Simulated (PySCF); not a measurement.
PySCF input file for SiF₄, SMILES F[Si](F)(F)F, ωB97X-D3(BJ)/def2-SVP. Geometry optimised at ωB97X-D3(BJ)/def2-SVP. The isomer is the one that the SMILES or the coordinates give; other isomers of the formula were not compared.

```python
import numpy as np
from pyscf import gto, scf, dft, df
from pyscf.hessian import thermo

mol = gto.M(
    atom='''
    F     0.91819836    0.91819836    0.91819836
    Si   -0.00000000    0.00000000   -0.00000000
    F    -0.91819836    0.91819836   -0.91819836
    F    -0.91819836   -0.91819836    0.91819836
    F     0.91819836   -0.91819836   -0.91819836
    ''',
    basis='def2-SVP',
    charge=0,
    spin=0,
    max_memory=1600,
    verbose=3,
)
mf = dft.RKS(mol, xc='wb97x-d3bj').density_fit(auxbasis='def2-universal-jkfit')
mf.grids.level = 3
mf.conv_tol = 1e-11
mf.max_cycle = 100
mf.kernel()

# [left out here: the lines that compute and print the analytic Hessian (its translational invariance restored by hand, since the grid's response is missing), thermochemistry and intensities]
```

Output:

```
converged SCF energy = -688.735967880894

WARN: DFTD3 does not support analytical Hessian, using finite difference


WARN: Mole.unit (angstrom) is changed to Bohr

Mode                                 0                   1                   2
Irrep
Freq [cm^-1]                      249.5158            249.5158            372.3542
Reduced mass [au]                  18.9984             18.9984             20.4935
Force const [Dyne/A]                0.6969              0.6969              1.6741
Char temp [K]                     358.9977            358.9977            535.7348
Normal mode                   x     y     z       x     y     z       x     y     z
       0   F                 0.02 -0.09  0.07    0.09 -0.03 -0.06   -0.05 -0.08 -0.04
       1  Si                -0.00  0.00  0.00   -0.00  0.00  0.00   -0.05 -0.03 -0.06
       2   F                -0.02 -0.09 -0.07   -0.09 -0.03  0.06   -0.00  0.10  0.01
       3   F                -0.02  0.09  0.07   -0.09  0.03 -0.06    0.04  0.02  0.09
       4   F                 0.02  0.09 -0.07    0.09  0.03  0.06    0.09  0.01  0.04
Mode                                 3                   4                   5
Irrep
Freq [cm^-1]                      372.3542            372.3542            787.0555
Reduced mass [au]                  20.4935             20.4935             18.9984
Force const [Dyne/A]                1.6741              1.6741              6.9339
Char temp [K]                     535.7348            535.7348           1132.3976
Normal mode                   x     y     z       x     y     z       x     y     z
       0   F                 0.05 -0.07  0.06   -0.07  0.01  0.07   -0.07 -0.07 -0.07
       1  Si                -0.02  0.08 -0.03    0.07 -0.00 -0.06    0.00  0.00 -0.00
       2   F                -0.08  0.01 -0.07   -0.07 -0.01  0.08    0.07 -0.07  0.07
       3   F                 0.09 -0.02 -0.04    0.02  0.10 -0.03    0.07  0.07 -0.07
       4   F                -0.03 -0.04  0.09    0.02 -0.09 -0.03   -0.07  0.07  0.07
Mode                                 6                   7                   8
Irrep
Freq [cm^-1]                     1036.7189           1036.7189           1036.7189
Reduced mass [au]                  22.7058             22.7058             22.7058
Force const [Dyne/A]               14.3784             14.3784             14.3784
Char temp [K]                    1491.6077           1491.6077           1491.6077
Normal mode                   x     y     z       x     y     z       x     y     z
       0   F                 0.02  0.02  0.02    0.00  0.00 -0.00    0.08  0.08  0.08
       1  Si                 0.09 -0.08 -0.06   -0.01 -0.09  0.10   -0.10 -0.06 -0.07
       2   F                -0.04  0.04 -0.03   -0.06  0.06 -0.06    0.04 -0.03  0.04
       3   F                -0.03 -0.02  0.03    0.07  0.07 -0.07    0.03  0.03 -0.03
       4   F                -0.08  0.08  0.08    0.01 -0.00 -0.01   -0.00  0.01  0.01
temperature 298.1500 [K]
pressure 101325.00 [Pa]
Rotational constants [GHz] 3.94400 3.94400 3.94400
Symmetry number 12
Zero-point energy (ZPE) 0.01256 [Eh]   32976.896 [J/mol]
                           tot       elec      trans        rot        vib
Entropy [J/mol/K]       284.933      0.000    166.679     88.388     29.866
Cv [J/mol/K]             65.956      0.000     12.472     12.472     41.013
Cp [J/mol/K]             74.271      0.000     20.786     12.472     41.013
Internal energy [J/mol]                      3718.434   3718.434  38658.779
Internal energy [Eh]   -688.71841  -688.73597
Enthalpy [J/mol]                             6197.391   3718.434  38658.779
Enthalpy [Eh]          -688.71747
Gibbs free energy [J/mol]                  -43497.848 -22634.425  29754.108
Gibbs free energy [Eh] -688.74982
mode   freq/cm-1   IR/(km/mol)
   1      249.52         0.000
   2      249.52         0.000
   3      372.35        54.561
   4      372.35        54.561
   5      372.35        54.561
   6      787.06         0.000
   7     1036.72       223.836
   8     1036.72       223.836
   9     1036.72       223.836
max |gradient| / (hartree/bohr): 0.0001483767498936526
APT charges: [-0.5998  2.3994 -0.5998 -0.5998 -0.5998]
```

Self-consistency was reached.

Cost: around 40 core-seconds (rough).
